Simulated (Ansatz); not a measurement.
in.yaml

```yaml
crystal:
  periodic: [false, false, false]
  atoms:
    - {symbol: Al, position_ang: [0.000000, 0.029431, 1.850804]}
    - {symbol: As, position_ang: [0.000000, -0.030581, -0.654394]}
    - {symbol: H, position_ang: [0.000000, 1.485283, -0.902155]}
basis:
  gaussian: {orbitals: cc-pVDZ}
magnetization: {spin_polarized: true, initial_magnetization: 1}
correlation: {method: ccsdt_q, electrons: outside_noble_gas}
```

```sh
$ ansatz run in.yaml --threads 1 --pin off --events-out ev --progress --plain --max-ram 4096MiB --backend cpu
```

The program prints:

```
971 factors; integrals over basis functions are off by at most 1.8e-7 eV
mean field evaluation 1: about -67391.1123 eV, gradient 9.8e0 eV
mean field evaluation 2: about -67391.1259 eV, gradient 9.8e0 eV
mean field evaluation 4: about -67392.4973 eV, gradient 1.5e0 eV
mean field evaluation 8: about -67392.5755 eV, gradient 9.1e-2 eV
mean field evaluation 16: about -67392.6209 eV, gradient 5.1e-1 eV
mean field evaluation 32: about -67393.0206 eV, gradient 2.1e-6 eV
mean field evaluation 64: about -67392.5759 eV, gradient 1.9e-4 eV
mean field evaluation 96: about -67389.2118 eV, gradient 1.2e1 eV
mean field evaluation 128: about -67391.7780 eV, gradient 1.3e-1 eV
mean field evaluation 160: about -67392.5759 eV, gradient 4.2e-6 eV
...
cycle  13  -4.65282126 eV  change   -2.4e-4 eV  update   2.0e-4
cycle  14  -4.65281993 eV  change    1.3e-6 eV  update   1.3e-4
cycle  15  -4.65271864 eV  change    1.0e-4 eV  update   6.9e-5
cycle  16  -4.65271487 eV  change    3.8e-6 eV  update   3.5e-5
cycle  17  -4.65271909 eV  change   -4.2e-6 eV  update   2.0e-5
cycle  18  -4.65272468 eV  change   -5.6e-6 eV  update   1.1e-5
cycle  19  -4.65273064 eV  change   -6.0e-6 eV  update   5.2e-6
cycle  20  -4.65272996 eV  change    6.8e-7 eV  update   2.5e-6
cycle  21  -4.65272902 eV  change    9.5e-7 eV  update   1.2e-6
cycle  22  -4.65272884 eV  change    1.7e-7 eV  update   6.9e-7
perturbative correction -0.00875252 eV, -0.0003216491 hartree
Total energy: -67397.67418713 eV, -2476.8188425926 hartree
```

Ran on 1 thread of AMD EPYC 7R13, shared host: 63 s wall, 0.26 GiB peak host memory.
